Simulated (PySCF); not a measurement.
Species, as SMILES: [C-]#[NH+] (C-NH).
Geometry (B3LYP-D3(BJ)/def2-TZVP, fixed):
```xyz
3

C      0.0000     0.0000    -0.7364
N      0.0000     0.0000     0.4276
H      0.0000     0.0000     1.4250
```

Basis-set convergence of the mean static polarisability at PBE0 with PySCF. All functions are spherical. Density fitting with generated auxiliary sets. No added dispersion term, no relativity. Reference: the value in d-aug-cc-pVTZ, 18.28 bohr³, itself unsure by roughly 0.2 % (its mean distance from aug-pcseg-3, aug-cc-pVQZ, aug-pcseg-2).

```json
[
 {"basis": "6-311G**", "functions": "42", "mean static polarisability (bohr³)": "13.84"},
 {"basis": "6-311+G**", "functions": "50", "mean static polarisability (bohr³)": "15.89"},
 {"basis": "aug-pcseg-1", "functions": "55", "mean static polarisability (bohr³)": "…"},
 {"basis": "Sadlej pVTZ", "functions": "57", "mean static polarisability (bohr³)": "…"},
 {"basis": "6-311++G(2d,2p)", "functions": "64", "mean static polarisability (bohr³)": "16.82"},
 {"basis": "def2-TZVP", "functions": "68", "mean static polarisability (bohr³)": "…"},
 {"basis": "def2-TZVPD", "functions": "83", "mean static polarisability (bohr³)": "18.06"},
 {"basis": "6-311++G(3df,3pd)", "functions": "96", "mean static polarisability (bohr³)": "…"},
 {"basis": "cc-pV5Z", "functions": "237", "mean static polarisability (bohr³)": "17.46"}
]
```

Problem. Some entries are withheld; supply them.

Solution. 
- aug-pcseg-1, mean static polarisability (bohr³): 18.22
- Sadlej pVTZ, mean static polarisability (bohr³): 18.18
- def2-TZVP, mean static polarisability (bohr³): 16.05
- 6-311++G(3df,3pd), mean static polarisability (bohr³): 17.93
